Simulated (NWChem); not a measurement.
## phosphine (H3P)

Everything below was run with NWChem. Structure: optimised with PBE0/def2-SVP, a minimum by its harmonic frequencies.

The NWChem input:

```
start mol
memory heap 200 mb stack 900 mb global 1100 mb
geometry "system" units angstroms nocenter noautoz noautosym
  P     -0.130235    -0.003352     0.000000
  H      0.666565    -0.580989     1.035668
  H      0.666565    -0.580989    -1.035668
  H      0.620396     1.212263     0.000000
end
set geometry "system"
basis spherical
  * library 6-31g*
end
dft
  xc pbe0
  semidirect memsize 60000000 filesize 0
  iterations 100
  convergence energy 1e-10 density 1e-9 gradient 1e-8
  tolerances tight
end
task dft energy
rt_tddft
  tmax 150.0
  dt 0.2
  tag "kick"
  print dipole
  field "kick"
    type delta
    polarization x
    max 0.0001
  end
  excite "system" with "kick"
end
task dft rt_tddft
```

Change of the dipole's x component after the kick, in units of 1e-4 a.u.:

```tsv
time (a.u.)	Δμ
0.0	0.000
0.4	0.212
0.8	0.413
1.2	0.611
1.6	0.762
2.0	0.797
2.4	0.798
2.8	0.756
3.2	0.633
3.6	0.524
4.0	0.425
4.4	0.304
4.8	0.246
5.2	0.212
5.6	0.177
6.0	0.189
6.4	0.194
6.8	0.173
7.2	0.155
7.6	0.110
8.0	0.009
8.4	-0.080
8.8	-0.194
9.2	-0.342
9.6	-0.437
10.0	-0.530
10.4	-0.616
10.8	-0.622
11.2	-0.606
11.6	-0.585
12.0	-0.481
12.4	-0.384
12.8	-0.302
13.2	-0.166
13.6	-0.081
14.0	-0.019
14.4	0.064
14.8	0.088
15.4	0.112
15.8	0.122
16.2	0.098
16.6	0.116
17.0	0.129
17.4	0.134
17.8	0.189
18.2	0.237
18.6	0.281
19.0	0.355
19.4	0.411
19.8	0.435
20.2	0.471
20.6	0.469
21.0	0.420
21.4	0.384
21.8	0.308
22.2	0.201
22.6	0.121
23.0	0.025
23.4	-0.089
23.8	-0.154
24.2	-0.233
24.6	-0.322
25.0	-0.357
25.4	-0.420
25.8	-0.476
26.2	-0.487
26.6	-0.520
27.0	-0.527
27.4	-0.489
27.8	-0.461
28.2	-0.401
28.6	-0.299
29.0	-0.223
29.4	-0.114
29.8	0.004
```
